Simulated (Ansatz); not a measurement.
Abridged output of a molecular run in Ansatz:

```
Functional definition: HF
1480 factors; integrals over basis functions are off by at most 9.1e-4 eV
mean field evaluation 1: about -16038.6938 eV, gradient 3.2e1 eV
mean field evaluation 2: about -16039.0250 eV, gradient 3.2e1 eV
mean field evaluation 4: about -16041.7458 eV, gradient 5.4e0 eV
mean field evaluation 8: about -16041.8213 eV, gradient 3.6e-1 eV
mean field -16041.82187790 eV, -589.5260804755 hartree, gradient 3.6e-6 eV, S^2 0.000000; 0 other end points of the search recorded, 0 dependent functions left out
9 core orbitals not correlated: weight in the atoms' cores, before any rotation towards them, 1.000 or more for the frozen orbitals, at most 0.000 for the correlated occupied ones
reference -16041.82187790 eV, -589.5260804755 hartree; 15, 15 occupied and 226, 226 virtual orbitals, 1480 factors
second order -24.99424557 eV of doubles, -0.00000000 eV of singles
cycle   1  -25.33553267 eV  change   -3.4e-1 eV  update   1.1e-1
cycle   2  -25.96722743 eV  change   -6.3e-1 eV  update   3.2e-2
cycle   3  -26.10402540 eV  change   -1.4e-1 eV  update   1.5e-2
cycle   4  -26.09490608 eV  change    9.1e-3 eV  update   3.3e-3
cycle   5  -26.09478944 eV  change    1.2e-4 eV  update   1.4e-3
cycle   6  -26.09534780 eV  change   -5.6e-4 eV  update   3.9e-4
cycle   7  -26.09515851 eV  change    1.9e-4 eV  update   1.9e-4
cycle   8  -26.09508544 eV  change    7.3e-5 eV  update   5.7e-5
cycle   9  -26.09509381 eV  change   -8.4e-6 eV  update   2.3e-5
perturbative correction -1.13877944 eV, -0.0418493724 hartree
Total energy: -16069.05575115 eV, -590.5269068577 hartree
```

Its atoms:

Z-matrix (Å, degrees):
```
C
C 1 1.504
S 1 1.806 2 115.6
H 1 1.093 2 109.3 3 -119.1
H 1 1.093 2 109.3 3 124.0
O 2 1.415 1 117.3 3 -44.4
C 2 1.456 1 124.3 3 25.7
H 2 1.091 1 113.2 3 -179.9
H 3 1.343 1 95.7 2 54.7
H 7 1.087 2 119.2 1 152.8
H 7 1.086 2 119.0 1 -0.9
```

Q: Which basis set was used?
A. cc-pV(D+d)Z
B. def2-TZVPPD
C. def2-TZVPP
D. cc-pV(Q+d)Z

A: C. It gives 250 functions.

Q: Write the keys of the input that set method, charge and spin (a neutral closed shell needs none for the last two).

A: 
```yaml
correlation: {method: ccsd_t}
```
